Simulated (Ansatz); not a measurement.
Energy needed to pull apart AlSiH3O (SMILES O=[SiH][AlH2]), singlet, into free ground-state atoms, from the structure below (displaced at random from a GFN2-xTB minimum); no zero-point or spin–orbit terms; open-shell atoms are treated unrestricted, in their ground-state multiplicity.

O1  (-0.607, -2.296, 1.199)
Si2  (-0.314, -1.203, 0.218)
Al3  (0.295, 1.151, 0.070)
H4  (-0.358, -1.516, -1.289)
H5  (0.460, 1.600, -1.409)
H6  (0.520, 2.232, 1.205)
(Å)

Program: Ansatz 0.2.0. Basis: def2-TZVPP. Cores are frozen in the correlated methods.

| method | atomization energy (kJ/mol) |
| --- | --- |
| PBE-D4 | ? |
| r2SCAN-D4 | 1677 |
| PBE0-D4 | 1634 |
| BHLYP-D4 | 1605 |
| wB97X-V | 1686 |
| wB97M-V | 1672 |
| HF | 1138 |
| MP2 | 1654 |
| CCSD | ? |
| CCSD(T) | 1624 |

(1) What does PBE-D4 give? (An estimate is asked for; the value comes from the calculation.)

(2) What does CCSD give? (Judge from chemistry; the value comes from the calculation.)

The T1 diagnostic stays at or below 0.022.

Results:

(1) By the calculation: 1680 kJ/mol, which is about 55 kJ/mol more than CCSD(T)/def2-TZVPP.

(2) Computed: 1592 kJ/mol, which is about 33 kJ/mol less than CCSD(T)/def2-TZVPP.

In triple zeta the MP2 and coupled-cluster atomization energies are still short of their basis limit by a few kcal/mol a bond, whereas those of the functionals are nearly converged, so these differences are not deviations from converged CCSD(T).

For scale, one of the runs: CCSD(T)/def2-TZVPP forces, 157 basis functions (an equivalent command: `ansatz run in.yaml --threads 4`). Hardware: 4 CPU threads, shared host. Wall time 38 s; peak host memory 1.9 GiB.
